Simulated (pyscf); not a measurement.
**Four-centre exchange: H₂As–AsH₂ + H₂O → HO–AsH₂ + AsH₃**

Gas phase, singlet surface, charge 0. Bonds broken: As1–As2, O7–H8. Bonds formed: As1–O7, As2–H8. Single points on ωB97X-D3(BJ)/def2-SVP structures (PySCF, gas phase).

Transition state (Å):

```xyz
9

As    -1.2941    -1.2699    -0.6296
As    -1.3712     1.1336     1.1522
H     -0.8395    -2.0040    -1.9160
H     -2.4458    -0.6089    -1.3537
H     -0.1677     0.7290     1.9956
H     -0.7695     2.4963     0.8162
O      0.0514     0.0864    -1.3158
H     -0.2246     0.7462    -0.5223
H      0.9640    -0.2103    -1.1464
```

One imaginary mode, 410i cm⁻¹; descent along it reached the two sides named.

```
bond     change  reactant side (Å)  saddle  product side
-------  ------  -----------------  ------  ------------
As1–As2  breaks              2.420     3.0           3.7
O7–H8    breaks              0.965   1.068           2.6
As1–O7    forms                3.1   2.030         1.807
As2–H8    forms                3.7   2.066         1.519
```

Electronic energies relative to the separated reactants (kcal/mol):

```
level                   barrier  reaction energy  reverse barrier
----------------------  -------  ---------------  ---------------
ωB97X-D3(BJ)/def2-TZVP     54.0            +17.2             36.8
PBE/def2-TZVP              42.5            +14.9             27.6
r²SCAN/def2-TZVP           46.3            +14.7             31.6
B3LYP-D3(BJ)/def2-TZVP     47.2            +14.5             32.7
PBE0-D3(BJ)/def2-TZVP      47.5            +16.4             31.1
M06-2X/def2-TZVP           49.3            +13.7             35.5
ωB97M-D3(BJ)/def2-TZVP     50.3            +13.3             37.0
HF/def2-TZVP               68.2            +10.8             57.4
```

With ωB97M-D3(BJ)/def2-TZVP energies and thermal terms (ideal gas, 1 atm, RRHO with modes under 100 cm⁻¹ raised to 100, one conformer, R ln 2 for rigid chiral ones), in kcal/mol:

```csv
T (K),ΔH‡,ΔG‡,ΔH,ΔG
298,48.9,58.9,+11.6,+11.7
600,49.0,69.2,+11.2,+11.9
900,49.6,79.1,+11.2,+12.3
1200,50.4,88.8,+11.3,+12.7
```

One saddle was located; it need not be the lowest between these sides. Elements up to Kr have no core potential and no relativistic terms here.
